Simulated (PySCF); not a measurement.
A geometry optimisation, step by step.

Compound: C4H6O (charge +1 and doublet state).
SMILES with atom numbers: `[O+:1]=[C:2]1[CH2:3][CH2:4][CH2:5]1` (hydrogens: H6, H7 on C3; H8, H9 on C4; H10, H11 on C5)
Bond orders are those of one Lewis drawing.

Method: PySCF, PBE0-D3(BJ)/def2-SVP geometry optimisation, gas phase; unrestricted, density fitting, grid level 1; the optimiser is geomeTRIC in internal coordinates, started from a GFN2-xTB structure. The frame can shift and turn from step to step; on so coarse a grid that alone can change the energy by a few meV, and forces under 0.02 eV/Å are noise.

Step 0: E = -6271.0671 eV, largest atomic force 1.360 eV/Å
```
atom  x, y, z in Å  |  force x, y, z in eV/Å
O1      2.358   -0.173   -0.237    0.369  -0.025  -0.048
C2      1.204   -0.087   -0.124    0.387  -0.020  -0.023
C3      0.093    0.879   -0.548   -1.163   0.635  -0.222
C4     -1.036    0.073    0.094    0.765  -0.059  -0.082
C5      0.071   -0.888    0.525   -1.190  -0.478   0.454
H6      0.283    1.855   -0.092    0.312   0.316   0.142
H7      0.069    0.931   -1.640    0.224  -0.010  -0.398
H8     -1.557    0.573    0.906   -0.069   0.171   0.278
H9     -1.758   -0.341   -0.604   -0.155  -0.155  -0.259
H10     0.252   -0.938    1.602    0.295  -0.021   0.354
H11     0.032   -1.881    0.067    0.225  -0.354  -0.196
```

Step 1: E = -6271.1537 eV, largest atomic force 0.622 eV/Å
```
atom  x, y, z in Å  |  force x, y, z in eV/Å
O1      2.346   -0.164   -0.241   -0.016  -0.042   0.022
C2      1.189   -0.089   -0.121    0.360   0.002  -0.044
C3      0.075    0.904   -0.560   -0.539   0.293  -0.101
C4     -1.035    0.074    0.094    0.314  -0.013  -0.045
C5      0.048   -0.912    0.543   -0.457  -0.213   0.195
H6      0.306    1.883   -0.101    0.085  -0.043  -0.019
H7      0.087    0.949   -1.664    0.091  -0.015   0.030
H8     -1.555    0.580    0.914   -0.002  -0.004  -0.004
H9     -1.760   -0.344   -0.613   -0.005   0.005   0.009
H10     0.266   -0.962    1.625    0.078   0.001  -0.043
H11     0.044   -1.914    0.074    0.090   0.030  -0.001
```

Step 2: E = -6271.1651 eV, largest atomic force 0.290 eV/Å
```
atom  x, y, z in Å  |  force x, y, z in eV/Å
O1      2.343   -0.174   -0.236   -0.147   0.011   0.011
C2      1.186   -0.088   -0.121    0.288  -0.012  -0.031
C3      0.062    0.915   -0.564   -0.098   0.053  -0.017
C4     -1.033    0.075    0.093    0.066  -0.016  -0.003
C5      0.036   -0.919    0.548   -0.117  -0.038   0.042
H6      0.313    1.889   -0.108    0.008  -0.028   0.003
H7      0.093    0.956   -1.668    0.013  -0.018   0.022
H8     -1.554    0.580    0.914   -0.016  -0.009  -0.018
H9     -1.760   -0.343   -0.613   -0.013   0.015   0.022
H10     0.273   -0.968    1.626    0.004   0.013  -0.025
H11     0.052   -1.918    0.076    0.010   0.028  -0.004
```

Step 3: E = -6271.1661 eV, largest atomic force 0.150 eV/Å
```
atom  x, y, z in Å  |  force x, y, z in eV/Å
O1      2.344   -0.177   -0.235   -0.083   0.013   0.002
C2      1.189   -0.088   -0.121    0.149  -0.010  -0.013
C3      0.060    0.916   -0.565   -0.016   0.005   0.000
C4     -1.033    0.076    0.093    0.015  -0.006  -0.001
C5      0.033   -0.919    0.548   -0.042  -0.007   0.012
H6      0.315    1.888   -0.107   -0.003  -0.008   0.010
H7      0.096    0.955   -1.668   -0.003  -0.013   0.003
H8     -1.556    0.581    0.913   -0.007  -0.002  -0.006
H9     -1.762   -0.341   -0.611   -0.007   0.006   0.008
H10     0.272   -0.968    1.626   -0.002   0.012  -0.004
H11     0.052   -1.917    0.075   -0.002   0.009  -0.010
```

Step 4: E = -6271.1665 eV, largest atomic force 0.022 eV/Å
```
atom  x, y, z in Å  |  force x, y, z in eV/Å
O1      2.346   -0.179   -0.236   -0.010   0.004  -0.002
C2      1.192   -0.089   -0.121    0.021  -0.004   0.000
C3      0.060    0.915   -0.564    0.014  -0.006   0.002
C4     -1.033    0.077    0.093   -0.012   0.002  -0.001
C5      0.031   -0.919    0.548   -0.003  -0.001   0.002
H6      0.317    1.886   -0.105   -0.004   0.001   0.006
H7      0.097    0.953   -1.667   -0.004  -0.004  -0.003
H8     -1.557    0.582    0.912    0.002   0.002   0.002
H9     -1.763   -0.338   -0.611    0.000  -0.001  -0.002
H10     0.271   -0.966    1.625   -0.002   0.005   0.003
H11     0.050   -1.915    0.073   -0.003   0.000  -0.007
```

**Question.** Summarise the path.

**Answer.** The energy falls by 2.29 kcal/mol from step 0 to step 4; nine tenths of that is first reached at step 2. It falls at every step. The largest force goes from 1.360 to 0.022 eV/Å. Among the bonds C2–C3 changes most (a near tie, within 0.001 Å, with another), from 1.532 to 1.576 Å; the atoms move by 0.035 Å rms after alignment.

**Question.** Follow the three bonds and two angles with the largest change from start to end.

**Answer.** 
```csv
step,E above end (kcal/mol),largest force (eV/Å),C2–C3 (Å),C2–C5 (Å),C5–H10 (Å),C3–C4–C5 (°),C4–C3–H6 (°)
0,2.29,1.360,1.532,1.532,1.094,85.1,115.1
1,0.29,0.622,1.556,1.556,1.106,87.8,117.0
2,0.03,0.290,1.570,1.568,1.105,89.1,118.0
3,0.01,0.150,1.574,1.572,1.105,89.2,118.1
4,0.00,0.022,1.576,1.576,1.104,89.3,118.1
```

The cost below is that of the whole optimisation. The run took 33 s on one thread, Arm Neoverse V1 (shared host).
